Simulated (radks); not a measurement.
# F²⁺ in 1s1 2s2 2p3 3s1: an all-electron calculation

One table from this session's results is given with a row withheld; the runs are named, their logs left out.

The numbers are computed with radks (a radial shooting solver on a logarithmic mesh, Libxc functionals) version 1 (scalar-relativistic Kohn-Sham, XLYP, spin-unpolarised, spherical densities, finite nucleus), except any that are marked as measured or tabulated.

### Starting point

```
element            : fluorine (Z = 9)
charge             : +2
electrons          : 7
configuration      : 1s1 2s2 2p3 3s1
nuclear rms radius : 2.8976 fm
```

The outer shells:

F²⁺
```
1s [↑ ]
2s [↑↓]
2p [↑ ][↑ ][↑ ]
3s [↑ ]
```

Set-up of the first run:

The run's settings:

```text
Z 9
configuration 1s1 2s2 2p3 3s1 3p0 4s0 3d0 4f0
relativity scalar-relativistic
functional xlyp
spin unpolarised
nucleus finite rms 2.8976 fm
c 137.035999084
```

The run is started by

```console
$ python run_ks.py task.json out
```

This one command runs every case of the session in turn.

Among the steps run: Self-consistent calculation.

One of the session's tables, all rows but one given; the rest of the session is left out.

It belongs to the step «Orbitals and density». From the orbitals of this run (lengths in bohr):

| level | <r> | outermost maximum (interpolated) | 90 % within | nodes |
| --- | --- | --- | --- | --- |
| 1s | 0.1703 | 0.112 | 0.304 | 0 |
| 2s | 0.8348 | 0.677 | 1.31 | 1 |
| 2p | 0.7634 | 0.564 | 1.27 | 0 |
| 3s | ? | ? | ? | ? |
| 3p | 2.811 | 2.45 | 4.23 | 1 |
| 3d | 3.242 | 2.70 | 5.03 | 0 |

Q: Estimate the row for 3s from the others.

**Answer.** <r>: 2.606; outermost maximum (interpolated): 2.31; 90 % within: 3.85; nodes: 2. In the column «<r>» it lies between 2s (0.8348) and 3p (2.811).
